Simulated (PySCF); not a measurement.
A geometry optimisation on `F/C=C\F`.

Computed with PBE0-D3(BJ)/def2-SVP geometry optimisation, gas phase (PySCF 2.14.0). Start geometry: MMFF94s. The input is one job of a driver script: a line of settings, then coordinates in Å.

Input:
```
{"job": {"xc": "PBE0", "basis": "def2-SVP", "d3": "d3bj", "grid": 1, "kind": "geom"}, "charge": 0, "multiplicity": 1}
F      1.405862     1.007233    -0.037350
C      0.660211    -0.111804    -0.006342
C     -0.665750    -0.071406     0.009920
F     -1.342438     1.090967    -0.003641
H      1.276940    -0.997281     0.002690
H     -1.334825    -0.917710     0.034722
```

Estimate the output.

```
step   0  E = -276.55603782  max force = 0.021226
step   1  E = -276.53804241  max force = 0.064198
step   2  E = -276.54978480  max force = 0.030978
step   3  E = -276.55714636  max force = 0.014006
step   4  E = -276.55770472  max force = 0.005798
step   5  E = -276.55780882  max force = 0.003609
step   6  E = -276.55794864  max force = 0.000905
step   7  E = -276.55794905  max force = 0.000242
optimisation converged
```

Energies in Eh; «max force» is the largest Cartesian gradient component in Eh/bohr.

Give the first gradient maximum in eV/Å.

With 1 Eh/bohr = 51.422 eV/Å, 1.091 eV/Å.

In short: final energy -276.55795 Eh after 7 steps; dipole 2.21 D.

Give the final coordinates.

0.045 Å rms from the input after alignment:
```
atom  x, y, z in Å
F1    -1.6093   -0.6607    0.0008
C2    -0.6273    0.2282   -0.0004
C3     0.6583   -0.1105    0.0000
F4     1.0753   -1.3680    0.0019
H5    -0.9498    1.2719   -0.0014
H6     1.4527    0.6392   -0.0009
```

Cost: about 8 s of CPU time on one thread; the machine was shared, so the figure is rough.
Labels such as C1 count atoms from 1, the log's own numbers from 0.
